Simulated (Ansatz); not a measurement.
# BF (singlet): from Hartree-Fock to the top rungs at distance B1–F2 = 1.532 Å, 6-31G

One table from this session's results is given with a row withheld; the runs are named, their logs left out.

Program: Ansatz 0.2.0, Gaussian basis. Level of theory: 6-31G, core rule «outside noble gas», up to 2 orbitals frozen. These are calculated values, not measurements.

Plan: UHF; CCSD(T) on RHF; BCCD(T) on RHF; CISD; CCSDT(Q) on RHF; CISDTQ; CCSDTQ on RHF; CASSCF and MRCISD+Q, 2 electrons in 2 orbitals; CASSCF and NEVPT2, 2 electrons in 2 orbitals; Full CI.

32 further runs of the same task are left out: 12 for a known fault of the program, 18 that didn't finish, 2 set aside as unsound or not needed. Runs told in other sessions of the task aren't counted.

**The geometry**

The geometry derives from a PBE0/def2-TZVP stationary point (not a proven minimum). One bond is set to the value named and the two fragments are kept rigid.

2 atoms, charge 0, spin multiplicity 1.

Atoms are counted from 1 here; the program's logs count them from 0.

Bond lengths: B1–F2 1.532 Å.

The first run:

Input file in.yaml:

```yaml
crystal:
  periodic: [false, false, false]
  atoms:
    - {symbol: B, position_ang: [0.000000, 0.000000, 0.000000]}
    - {symbol: F, position_ang: [0.000000, 0.000000, 1.532000]}
basis:
  gaussian: {orbitals: 6-31G}
magnetization: {spin_polarized: true, initial_magnetization: 0}
hamiltonian: {xc: hf}
output: {orbitals: {seedname: orbitals}}
```

Started as:

```sh
ansatz run in.yaml --threads 1 --pin off --events-out ev --progress --plain --max-ram 2393MiB
```

Among the steps run: UHF; CCSD(T) on RHF; BCCD(T) on RHF; CISD; CCSDT(Q) on RHF; CISDTQ; CCSDTQ on RHF; CASSCF and MRCISD+Q, 2 electrons in 2 orbitals; CASSCF and NEVPT2, 2 electrons in 2 orbitals; Full CI.

One of the session's tables, all rows but one given; the rest of the session is left out.

```
       method  from FCI (meV)
          RHF         +5274.0
         RMP2          +531.2
         CISD          +501.4
        RCCSD          +162.1
     RCCSD(T)           +28.1
      BCCD(T)           +13.7
       RCCSDT           +17.5
       CISDTQ           +25.2
    RCCSDT(Q)            -5.7
      RCCSDTQ               ?
  CASSCF pair         +4699.5
  MRCISD pair          +421.5
MRCISD+Q pair           +58.6
          FCI               0
```

**Question.** Estimate the row for RCCSDTQ.

As computed: from FCI (meV): -1.2. In the column «from FCI (meV)» it lies between RCCSDT(Q) (-5.7) and FCI (0).

Not comparable, so not listed: CASSCF and NEVPT2, 2 electrons in 2 orbitals (they don't share determinant, frozen orbitals or solution with the rows shown, or repeat one).

Caveats from the session: RCCSDT(Q) falls below full CI, which methods that aren't variational can do. Warnings in the runs' records: passed over end.
